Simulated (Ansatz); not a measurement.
# CH2Al (quartet): the correlation ladder at distance Al1–C2 = 1.925 Å, 6-31G

How much of the correlation energy of CH2Al (quartet) does each wave-function method recover here?

The runs use Ansatz 0.2.0, Gaussian basis; 6-31G, core rule «outside noble gas», up to 6 orbitals frozen.

The runs, in order: UHF; CCSD(T) on ROHF; CCSD(T) on UHF; BCCD(T) on ROHF; CISD; CCSDT(Q) on ROHF; CCSDT(Q) on UHF; CASSCF and MRCISD+Q, 5 electrons in 5 orbitals; CASSCF and NEVPT2, 5 electrons in 5 orbitals; CASSCF and MRCISD+Q, 9 electrons in 10 orbitals; CASSCF and NEVPT2, 9 electrons in 10 orbitals; Full CI.

18 further runs of the same task are left out: 15 that didn't finish, 3 set aside as unsound or not needed.

## Step 1: The system

The geometry derives from a PBE0/def2-TZVP stationary point (not a proven minimum). One bond is set to the value named and the two fragments are kept rigid.

4 atoms, charge 0, spin multiplicity 4.

Atoms are counted from 1 here; the program's logs count them from 0.

Bond lengths: Al1–C2 1.925 Å, Al1–H3 1.580 Å, Al1–H4 1.580 Å. Angles: C2–Al1–H3 117.7°, C2–Al1–H4 117.7°, H3–Al1–H4 124.6°.

## Step 2: UHF

The input, in.yaml:

```yaml
crystal:
  periodic: [false, false, false]
  atoms:
    - {symbol: Al, position_ang: [0.000000, 0.000000, 0.527635]}
    - {symbol: C, position_ang: [0.000000, 0.000000, -1.397228]}
    - {symbol: H, position_ang: [0.000000, 1.398998, 1.262610]}
    - {symbol: H, position_ang: [0.000000, -1.398998, 1.262610]}
basis:
  gaussian: {orbitals: 6-31G}
magnetization: {spin_polarized: true, initial_magnetization: 3}
hamiltonian: {xc: hf}
output: {orbitals: {seedname: orbitals}}
```

Started as:

```bash
$ ansatz run in.yaml --threads 1 --pin off --events-out ev --progress --plain --max-ram 2393MiB
```

Further steps of the session: CCSD(T) on ROHF; CCSD(T) on UHF; BCCD(T) on ROHF; CISD; CCSDT(Q) on ROHF; CCSDT(Q) on UHF; CASSCF and MRCISD+Q, 5 electrons in 5 orbitals; CASSCF and NEVPT2, 5 electrons in 5 orbitals; CASSCF and MRCISD+Q, 9 electrons in 10 orbitals; CASSCF and NEVPT2, 9 electrons in 10 orbitals; Full CI.

**Question.** What will the summary of the whole plan be? Wanted: FCI below the RHF energy; RMP2 from FCI; UMP2 from FCI; RCCSD from FCI; RCCSD(T) from FCI; UCCSD(T) from FCI; RCCSDT(Q) from FCI; UCCSDT(Q) from FCI; MRCISD+Q pair from FCI.

As calculated:

| quantity | value |
| --- | --- |
| FCI below the RHF energy | -2.4391 eV |
| RMP2 from FCI | +67.3 kJ/mol |
| UMP2 from FCI | +65.9 kJ/mol |
| RCCSD from FCI | +6.0 kJ/mol |
| RCCSD(T) from FCI | +2.0 kJ/mol |
| UCCSD(T) from FCI | +1.9 kJ/mol |
| RCCSDT(Q) from FCI | +0.1 kJ/mol |
| UCCSDT(Q) from FCI | -0.1 kJ/mol |
| MRCISD+Q pair from FCI | +1.4 kJ/mol |
| NEVPT2 valence from FCI | +24.6 kJ/mol |
| MRCISD+Q valence from FCI | +2.0 kJ/mol |
| levels within 1 kcal/mol (43 meV) | RCCSD(T), UCCSD(T), BCCD(T), RCCSDT, UCCSDT, RCCSDT(Q), UCCSDT(Q), MRCISD+Q pair, MRCISD valence, MRCISD+Q valence |
| T1 diagnostic | 0.021 |
| effectively unpaired electrons | 3.02 |

**Reading.** RCCSD(T) misses by +2.0 kJ/mol, 0.8 % of the correlation energy. One determinant dominates. Of the multireference levels listed MRCISD+Q pair comes nearest in total energy (+1.4 kJ/mol), which doesn't show that its space is the better one. These misses are within one basis, not against nature; the frozen cores of restricted and unrestricted runs differ, which can shift their rows.
